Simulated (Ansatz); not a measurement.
hcp Zn

The numbers are results of HSE06 (PAW; Ansatz, a quantum-chemistry and plane-wave program), not measurements.

Numerical settings: plane-wave cutoff 500 eV, 10×6×1 k mesh (along the axes of the cell as run), Fermi–Dirac smearing 0.1 eV, scalar-relativistic PAW data made under PBE.

Cell: relaxed with r²SCAN.

- surface energy of the (10-10) face = 1.14 J/m²
- work function of the (10-10) face = 4.33 eV

Note: exact exchange on metals is sensitive to the k mesh and can open a false gap; the run warned that the count of filled bands differs between k points.

The slab of 10 atoms is relaxed and unreconstructed.
